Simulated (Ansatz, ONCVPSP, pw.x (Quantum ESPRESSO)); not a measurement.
## Equation-of-state test of one ONCV potential (carbon (C))

| Item | Value |
| --- | --- |
| Element | C (Z = 6) |
| Generator | ONCVPSP 4.0.1.1 (patched build) |
| Type | optimised norm-conserving Vanderbilt (ONCV) |
| Functional | PBE |
| Relativity | scalar-relativistic |
| Frozen core | [He] |
| Valence charge | 4 |
| Reference configuration | 2s2 2p1.5 (charge +0.5) |
| Partial waves | 2s: rc 1.05 bohr, ncon 4, nbas 8, qcut 7.7 1/bohr, 1 projector; 2p: rc 2.20 bohr, ncon 3, nbas 6, qcut 6.2 1/bohr, 2 projectors, debl 0.6 Ha |
| Local potential | polynomial inside 0.95 bohr (lpopt 5, dvloc0 0 Ha) |
| Core correction | Teter function, fcfact 2.75, rcfact 1.65 |

Atomic tests: cutoffs needed: 21 Ha and 27 Ha (the cutoffs (Ha) at which the residual kinetic energy of the hardest occupied pseudo-wave falls to 1 and 0.1 mHa per electron); ghost test: no bound ghost flagged; no localised positive-energy state flagged; largest excitation error: +329 meV (all-electron minus pseudo) for 2s2 2p0, out of 4 test configurations.

Crystal test: diamond C in pw.x 7.5, no spin, 13³ k-points, Fermi–Dirac smearing 0.01 Ry, cutoffs 65/260 Ry. The reference is all-electron LAPW (Ansatz 0.2.0) with the same functional, mesh and smearing; V0 and B0 come from Birch–Murnaghan fits to the pressures at five volumes. Errors are pseudo minus all-electron; Δ is the rms difference of the E(V) curves that follow from these fits, minima aligned, over ±6 % about the mean V0. Mesh and smearing are coarse, so the numbers serve the comparison and aren't converged zero-temperature values; the lattice is a test structure that the element need not adopt.

```csv
V (Å³/atom),P all-electron (GPa),P pseudo (GPa)
5.386,26.82,-17.18
5.527,13.67,-26.20
5.669,1.97,-34.22
5.811,-8.43,-41.35
5.952,-17.68,-47.69
```

All-electron: a0 = 3.572 Å (V0 = 5.69 Å³/atom), B0 = 433.5 GPa.

Pseudopotential: mean pressure error (GPa): -36.60. The pressure does not cross zero within the volumes sampled, so no fit is given. The largest radius (2.20 bohr) exceeds half the bond length (1.46 bohr), so the spheres overlap, which is one possible source of error among others. This is a poor potential for the solid.

Q: At the middle volume, how do free energy and pressure move when the wave cutoff is lowered (ecutrho kept at four times it)?

A:

```tsv
cutoff (Ry)	shift of F (meV/atom)	shift of P (GPa)
29	+247.9	-18.91
39	+58.3	-6.85
52	+4.7	-1.02
```

The run at the middle volume (84 k-points, 7 iterations) took about 6.4 s on one core of a shared host (Neoverse-V2, 192 threads, 1485 GiB, load 32).
